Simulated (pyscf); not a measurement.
Single points on ωB97X-D3(BJ)/def2-SVP structures (PySCF, gas phase). MP2 and CC: frozen core, UHF for open shells. ΔMP2 is the change of the MP2 total energy from the triple- to the quadruple-zeta basis.

**Question.** `[CH4]` + `[SH]` [doublet] → `[CH3][SH]` + `[H]` [doublet]
Surface: doublet. Broken: C–H. Formed: C–S. Give ΔE‡ and ΔE from CCSD(T)/def2-TZVPP + ΔMP2(QZVPP), relative to the separated reactants.

**Answer.** ΔE‡ = 53.1 kcal/mol, ΔE = +33.8 kcal/mol. Zero-point energy shifts the barrier by -1.8 kcal/mol. It is a substitution at C, with an imaginary mode of 1463i cm⁻¹. The same reactants have a lower exit, to H₂S + CH₃• (barrier +19.7 kcal/mol at ωB97M-D3(BJ), against +52.6 kcal/mol here). One saddle was located; it need not be the lowest between these sides. The angle at the attacked C is 180°. The CCSD(T) − MP2 part came from Ansatz, without density fitting, on the same reference. A UHF reference is spin-contaminated (<S²> up to 0.86), which harms MP2 most. Left out: the spin-orbit lowering of SH.
